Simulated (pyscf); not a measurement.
PySCF, gas phase, ωB97X-D3(BJ)/def2-SVP geometries.

Problem. H₃C–InH–F + hydrogen (H₂) → H₃C–InH₂ + hydrogen fluoride (HF)
Surface: singlet. Broken: F–In, H–H. Formed: H–In, F–H. Give ΔE‡ and ΔE from r²SCAN/def2-TZVP, relative to the separated reactants.

Solution. ΔE‡ = 15.7 kcal/mol, ΔE = +19.5 kcal/mol. ωB97M-D3(BJ)/def2-TZVP gives 18.4 kcal/mol and +16.3 kcal/mol. Zero-point energy shifts the barrier by +2.4 kcal/mol. It is a four-centre exchange, with an imaginary mode of 989i cm⁻¹. On the product side the descent ends in an adduct with a F–In contact, 7.3 kcal/mol under the separated species and 7.7 kcal/mol under the saddle at ωB97X-D3(BJ)/def2-TZVP. At r²SCAN the saddle lies under the separated products, which points to a path from their complex (located at ωB97X-D3(BJ) alone), and parting the products costs more than the saddle. What is counted as broken (F–In) persists as a longer contact in the product adduct; parting that adduct is a step of its own. At the saddle there is also a short H–In contact that neither side keeps. This is the saddle that the search found; another between the same sides may lie lower. Elements past Kr carry the def2 core potentials, without spin-orbit coupling.
